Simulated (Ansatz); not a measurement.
Coupled-cluster diagnostics for [AlClH3]- (AlH₃Cl⁻), Ansatz.

Geometry of the singlet (PBE0-D4/def2-TZVPD):

```xyz
5

Al    0.105    0.112   -0.042
Cl   -1.370   -1.465    0.551
H     1.537   -0.296    0.617
H    -0.445    1.529    0.543
H     0.173    0.120   -1.669
```

Correlated methods freeze 10 core orbitals. In CCSD on the charge 0 doublet the largest single amplitude is 0.19, so its Hartree–Fock determinant may place the open shell otherwise than the density functionals do.

**Question.** Estimate the CCSD(T) correlation energy, the shares of MP2 and (T), T1 and the reference's ⟨S²⟩ for: charge -1, singlet, own geometry in def2-TZVPPD; charge 0, doublet, vertical in def2-TZVPPD; and the rough time on 4 threads of Arm Neoverse V2 on a shared host.

**Answer.** 
```
                           state        basis  correlation (eV)  MP2 share (%)  (T) share (%)     T1  ⟨S²⟩ (pure)  wall time           remarks
charge -1, singlet, own geometry  def2-TZVPPD            -9.718           86.0            3.3  0.008  0.00 (0.00)      4.4 s                 –
     charge 0, doublet, vertical  def2-TZVPPD            -9.147           84.3            4.1  0.047  0.77 (0.75)       17 s  large T1 (0.047)
```
Customary marks for T1 are 0.02 (closed shells), 0.045 (open shells) and about 0.05 (3d metals). T1 exceeds 0.02 in 1 of 2 rows and 0.045 in 1; the higher it lies, the less the single-reference result can be trusted.
